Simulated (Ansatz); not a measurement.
Z-matrix (Å, degrees):
```
C
F 1 1.341
C 1 1.313 2 122.5
H 1 1.080 2 115.0 3 180.0
F 3 1.295 1 131.7 2 -0.0
```

Total charge 0; spin multiplicity 2.

Question: List the r2SCAN/def2-TZVPP orbital energies in eV (Ansatz 0.2.0). (An estimate is asked.)

Answer: Computed: α occupied: -668.28, -667.07, -276.36, -275.66, -34.09, -32.69, -20.67, -16.52, -14.58, -14.08, -13.05, -12.52, -11.70, -9.98, -7.33, -6.80. α empty: -0.42, 0.65, 2.58, 4.63, 4.78, 5.77, 6.02, 7.17. β occupied: -668.13, -667.03, -275.87, -275.67, -33.83, -32.60, -20.17, -16.24, -14.36, -13.61, -12.84, -11.98, -11.73, -9.83, -6.52. β empty: -3.58, 0.15, 1.02, 2.64, 4.97, 5.42, 5.96, 6.26. ⟨S²⟩ = 0.767.
